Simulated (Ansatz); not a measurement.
`BBC` + H₂ → `BB` + CH₄  (hydrogenolysis of a B–C bond)

Program: Ansatz. Geometries: PBE0-D4/def2-TZVP. ΔE: electronic, gas phase. CBS: MP2 limit from def2 TZ/QZ plus the TZ coupled-cluster correction, frozen cores. This one scheme is used for every species. Functionals use def2-TZVPP.

```csv
level,ΔE (kJ/mol)
r2SCAN,-21.9
SCS-MP2/def2-TZVPP,-27.0
```

Task: What does CCSD(T)/CBS give? (An estimate is asked.)

Result: Computed: -23.3 kJ/mol. The listed levels differ from it by 1.4, -3.7 kJ/mol.

Largest T1 diagnostic among the species: 0.012.

Leaving LDA and LC-ωPBE aside and taking each functional with its dispersion term where it has one, the values, not all of them listed here, spread over 14.5 kJ/mol, from BHLYP-D4 to revPBE-D4. LDA lies +7.5 kJ/mol from PBE without D4. From PBE to PBE0 (25 % exact exchange), in def2-TZVPP and without D4, ΔE moves by −3.1 kJ/mol. The D4 term adds +5.3 kJ/mol with B3LYP and +2.9 kJ/mol with PBE0; it sums over pairs of atoms, weighted by their polarisabilities, and B3LYP, whose exchange is more repulsive, gets the larger term.

B3LYP here is the variant with VWN-RPA as its local correlation; programs differ in this.
